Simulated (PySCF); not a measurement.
These are PBE-D3(BJ)/def2-TZVP run with PySCF values and carry that method's errors. Gas-phase values, no solvent. One relaxed conformer stands for a flexible species; it need not be the lowest. Excitations are Tamm–Dancoff values on a coarser integration grid. The basis has no diffuse functions, so Rydberg states are missing or too high.

Reference species (SMILES): `[F][Al]([F])[F]` (neutral, multiplicity 1).

| Property | Result |
|---|---|
| HOMO | -9.61 eV |
| T1 excitation (TDA) | 6.98 eV |

Changed species: `[SH][Al]([SH])[SH]` (3 of 3 F replaced by SH; the reference has 0 of 3 F replaced by SH).

Problem. Give the shifts of the HOMO and T1 excitation (TDA).

Solution. the HOMO rises by 3.10 eV, to -6.51 eV; the T1 excitation (TDA) drops by 2.19 eV, to 4.79 eV.
